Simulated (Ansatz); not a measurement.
# BH2− (triplet): the correlation ladder, aug-cc-pVDZ

How much of the correlation energy of BH2− (triplet) does each wave-function method recover here?

Computed with Ansatz 0.2.0, Gaussian basis. Level: aug-cc-pVDZ, core rule «outside noble gas», up to 1 orbitals frozen.

Plan: UHF; CCSD(T) on ROHF; CCSD(T) on UHF; BCCD(T) on ROHF; CISD; CCSDT(Q) on ROHF; CCSDT(Q) on UHF; CASSCF and MRCISD+Q, 6 electrons in 6 orbitals; CASSCF and NEVPT2, 6 electrons in 6 orbitals.

35 further runs of the same task are left out: 17 that didn't finish, 18 set aside as unsound or not needed.

### 1 What is computed

The geometry is a PBE0/def2-TZVP stationary point (not a proven minimum) of the parent state, kept for this charge and spin.

3 atoms, charge -1, spin multiplicity 3.

Atoms are counted from 1 here; the program's logs count them from 0.

Bond lengths: B1–H2 1.191 Å, B1–H3 1.191 Å. Angles: H2–B1–H3 129.4°.

### 2 UHF

Input file in.yaml:

```yaml
crystal:
  periodic: [false, false, false]
  atoms:
    - {symbol: B, position_ang: [0.000000, -0.080006, 0.000000]}
    - {symbol: H, position_ang: [0.000000, 0.429067, -1.077008]}
    - {symbol: H, position_ang: [0.000000, 0.429067, 1.077008]}
basis:
  gaussian: {orbitals: aug-cc-pVDZ}
total_charge: -1
magnetization: {spin_polarized: true, initial_magnetization: 2}
hamiltonian: {xc: hf}
output: {orbitals: {seedname: orbitals}}
```

On the command line:

```
ansatz run in.yaml --threads 1 --pin off --events-out ev --progress --plain --max-ram 2393MiB
```

The runs that follow: CCSD(T) on ROHF; CCSD(T) on UHF; BCCD(T) on ROHF; CISD; CCSDT(Q) on ROHF; CCSDT(Q) on UHF; CASSCF and MRCISD+Q, 6 electrons in 6 orbitals; CASSCF and NEVPT2, 6 electrons in 6 orbitals.

Q: Predict the results of all the runs planned. Wanted: UCCSDT(Q) below the RHF energy; RMP2 from UCCSDT(Q); UMP2 from UCCSDT(Q); RCCSD from UCCSDT(Q); RCCSD(T) from UCCSDT(Q); UCCSD(T) from UCCSDT(Q); RCCSDT(Q) from UCCSDT(Q); NEVPT2 valence from UCCSDT(Q); MRCISD+Q valence from UCCSDT(Q).

**Answer**, as computed:

| quantity | value |
| --- | --- |
| UCCSDT(Q) below the RHF energy | -3.1140 eV |
| RMP2 from UCCSDT(Q) | +678.3 meV |
| UMP2 from UCCSDT(Q) | +666.6 meV |
| RCCSD from UCCSDT(Q) | +98.5 meV |
| RCCSD(T) from UCCSDT(Q) | +22.2 meV |
| UCCSD(T) from UCCSDT(Q) | +21.8 meV |
| RCCSDT(Q) from UCCSDT(Q) | +0.4 meV |
| NEVPT2 valence from UCCSDT(Q) | +735.9 meV |
| MRCISD+Q valence from UCCSDT(Q) | +13.9 meV |
| levels within 1 kcal/mol (43 meV) | RCCSD(T), UCCSD(T), BCCD(T), RCCSDT, UCCSDT, RCCSDT(Q), MRCISD+Q valence |
| T1 diagnostic | 0.028 |
| effectively unpaired electrons | 2.01 |

In words: RCCSD(T) misses by +22.2 meV, 0.7 % of the correlation energy. One determinant dominates. Of the multireference levels listed MRCISD+Q valence comes nearest in total energy (+13.9 meV), which doesn't show that its space is the better one. These misses are within one basis, not against nature; the frozen cores of restricted and unrestricted runs differ, which can shift their rows.
